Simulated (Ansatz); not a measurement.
Relaxation of C$_{2}$H$_{7}$NO$_{2}$ (12 atoms, charge 0, multiplicity 1), to a largest force component of 0.015 eV/Å in at most 40 steps.

Computed with RKS revPBE/def2-SVP in Ansatz.

```xyz
12
Properties=species:S:1:pos:R:3
N -0.808 -0.151 1.524
C -0.533 -0.920 0.359
O -0.343 -0.092 -0.781
C 1.060 0.487 -0.767
O 1.164 1.175 -1.994
H -0.338 0.822 1.346
H -0.337 -0.507 2.321
H -1.340 -1.550 0.120
H 0.337 -1.547 0.601
H 1.754 -0.302 -0.692
H 1.103 1.172 0.094
H 0.498 1.881 -1.936
```

Where does it end, and by what steps?

The forces met the threshold. After 15 steps the energy has fallen by 0.890 eV; H6 moved furthest, 1.14 Å.

```json
{"step": "0", "energy less start (eV)": "0.0000", "largest force component (eV/Å)": "4.006", "accepted": "yes"}
{"step": "1", "energy less start (eV)": "-0.4792", "largest force component (eV/Å)": "1.512", "accepted": "yes"}
{"step": "2", "energy less start (eV)": "-0.5653", "largest force component (eV/Å)": "0.290", "accepted": "yes"}
{"step": "3", "energy less start (eV)": "-0.5642", "largest force component (eV/Å)": "0.796", "accepted": "no"}
{"step": "4", "energy less start (eV)": "-0.5909", "largest force component (eV/Å)": "0.130", "accepted": "yes"}
{"step": "5", "energy less start (eV)": "-0.6170", "largest force component (eV/Å)": "0.373", "accepted": "yes"}
{"step": "6", "energy less start (eV)": "-0.6583", "largest force component (eV/Å)": "0.778", "accepted": "yes"}
{"step": "7", "energy less start (eV)": "-0.7201", "largest force component (eV/Å)": "1.072", "accepted": "yes"}
{"step": "8", "energy less start (eV)": "-0.8406", "largest force component (eV/Å)": "0.384", "accepted": "yes"}
{"step": "9", "energy less start (eV)": "-0.8801", "largest force component (eV/Å)": "0.411", "accepted": "yes"}
{"step": "10", "energy less start (eV)": "-0.8803", "largest force component (eV/Å)": "0.496", "accepted": "yes"}
{"step": "11", "energy less start (eV)": "-0.8764", "largest force component (eV/Å)": "0.384", "accepted": "no"}
{"step": "12", "energy less start (eV)": "-0.8886", "largest force component (eV/Å)": "0.032", "accepted": "yes"}
{"step": "13", "energy less start (eV)": "-0.8891", "largest force component (eV/Å)": "0.034", "accepted": "yes"}
{"step": "14", "energy less start (eV)": "-0.8892", "largest force component (eV/Å)": "0.114", "accepted": "yes"}
{"step": "15", "energy less start (eV)": "-0.8895", "largest force component (eV/Å)": "0.012", "accepted": "yes"}
```

```xyz
12
Properties=species:S:1:pos:R:3
N -0.703 -0.261 1.673
C -0.523 -0.905 0.394
O -0.234 -0.071 -0.745
C 1.097 0.424 -0.809
O 1.247 1.222 -1.941
H -1.401 0.491 1.611
H 0.166 0.154 2.028
H -1.467 -1.417 0.116
H 0.271 -1.681 0.504
H 1.832 -0.413 -0.911
H 1.341 0.984 0.137
H 0.591 1.941 -1.864
```

Whether the end is a true minimum wasn't checked by a vibrational analysis.

The run took 17 s on 2 threads of Intel(R) Xeon(R) 6975P-C (Granite Rapids) (shared host), peak memory 0.16 GiB.
